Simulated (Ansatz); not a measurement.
## Worked example: correlation energy of BGe, doublet

Geometry: a PBE0/def2-TZVP stationary point for this spin. The quartet lies 0.8 eV lower here.

```yaml
atoms:
  - { symbol: Ge, position_ang: [0.0000, 0.0000, 0.0000] }
  - { symbol: B, position_ang: [0.0000, 0.0000, 1.9875] }
```

Basis cc-pVDZ; Ansatz 0.2.0. Correlated methods freeze the noble-gas cores and the filled d shells of p-block atoms, which leaves 7 electrons in 26 orbitals. R marks a restricted (for open shells ROHF) determinant. No spin–orbit coupling is included, and no scalar relativity.

Full CI is exact within this basis and frozen core; it isn't the basis-set limit.

The cluster runs stand on a determinant 0.74 eV above the lowest RHF solution, chosen by trial CCSD; the correlation energy below is counted from it.

Runs differ by some tens of microhartree through their thresholds and, for an open shell, their frozen cores, so steps under 0.03 kcal/mol mean nothing.

```json
{"level": "RHF determinant under the cluster runs", "total energy (hartree)": "-2099.809911"}
{"level": "RCCSD", "total energy (hartree)": "-2099.989468"}
{"level": "RCCSD(T)", "total energy (hartree)": "-2100.003014"}
{"level": "RCCSDT", "total energy (hartree)": "-2100.004799"}
{"level": "RCCSDT(Q)", "total energy (hartree)": "-2100.006305"}
{"level": "full CI", "total energy (hartree)": "-2100.006610"}
```

What is the correlation energy at full CI, and what share of it do RMP2 and RCCSD(T) recover?

E(corr) = -2100.006610 − (-2099.809911) = -0.196699 hartree = -5.352 eV. RCCSD: -0.179557 / -0.196699 = 91.29 %. RCCSD(T): -0.193103 / -0.196699 = 98.17 %.

By how many kcal/mol does RCCSD(T) miss full CI (1 hartree = 627.509 kcal/mol), and which steps make up the rest?

-2100.003014 − (-2100.006610) = 0.003596 hartree = 2.26 kcal/mol. Steps: RCCSDT − RCCSD(T) = -1.12, RCCSDT(Q) − RCCSDT = -0.95, full CI − RCCSDT(Q) = -0.19 kcal/mol. With more than one leading determinant such errors change with state and geometry, and needn't cancel in differences.
